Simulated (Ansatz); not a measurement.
Consider a scan of the bond length of LiMg (Ansatz 0.2.0, Python API).

`scan_limg.py`:
```python
import ansatz
import numpy as np

BASIS_SET = "def2-TZVP"
XC = "HF"

GEOMETRY = """
Li    0.00000    0.00000    0.00000
Mg    0.00000    0.00000    2.64000
"""


def main() -> None:
    geometry = ansatz.Crystal.molecule()
    for line in GEOMETRY.strip().splitlines():
        symbol, *xyz = line.split()
        geometry = geometry.atom(symbol, [float(v) for v in xyz])

    symbols = [site.symbol for site in geometry.cartesian_sites]
    start = np.array([site.position_ang for site in geometry.cartesian_sites])
    axis = (start[1] - start[0]) / np.linalg.norm(start[1] - start[0])
    moving = [1]
    lengths, energies = [2.24, 2.43, 2.64, 2.9, 3.3, 3.96, 4.75, 5.81], []
    for length in lengths:
        xyz = start.copy()
        xyz[moving] += (length - np.linalg.norm(start[1] - start[0])) * axis
        point = ansatz.Crystal.molecule()
        for symbol, place in zip(symbols, xyz):
            point = point.atom(symbol, place.tolist())
        job = (
            point.calculation()
            .basis(gaussian=BASIS_SET)
            .functional(XC)
            .spin("collinear", total=1)
        )
        r = job.run(threads=1, backend="cpu").report
        energies.append(r["free_energy_ev"])
        print(f"r = {length:6.3f} A  E = {energies[-1]:.5f} eV  <S^2> = {abs(r['mean_field']['state']['spin_squared']):.3f}")

    print("energy above the lowest point (eV):", [round(e - min(energies), 3) for e in energies])


if __name__ == "__main__":
    main()
```

Where along the scan is the Li-Mg distance of lowest energy, and how steep are the two sides?

The lowest point is at 3.300 Å. At the shortest distance (2.24 Å) the energy is 0.90 eV higher, at the longest (5.81 Å) 0.00 eV.

The output:

Running `python scan_limg.py` prints:
```text
r =  2.240 A  E = -5632.92473 eV  <S^2> = 0.837
r =  2.430 A  E = -5633.33569 eV  <S^2> = 0.840
r =  2.640 A  E = -5633.59887 eV  <S^2> = 0.845
r =  2.900 A  E = -5633.75598 eV  <S^2> = 0.853
r =  3.300 A  E = -5633.82586 eV  <S^2> = 0.851
r =  3.960 A  E = -5633.82379 eV  <S^2> = 0.809
r =  4.750 A  E = -5633.82085 eV  <S^2> = 0.762
r =  5.810 A  E = -5633.82504 eV  <S^2> = 0.750
energy above the lowest point (eV): [0.901, 0.49, 0.227, 0.07, 0.0, 0.002, 0.005, 0.001]
```

Reading the output:
- These settings explore the input space; basis and method may be short of convergence.
- The basis set is modest, and single-reference methods fail as a bond breaks.
- The species is open-shell (spin multiplicity 2).
- The expectation value of S² is noticeably off S(S+1) in at least one run, so that state is spin-contaminated.
- Hartree-Fock leaves correlation out, so bond, atomisation and ionisation energies come out well too low.
- The spin state was assumed, and another may lie lower.
- Finished in 4.5 s on 1 thread of Intel(R) Xeon(R) Processor @ 2.30GHz (shared host), peak memory 0.2 GiB.
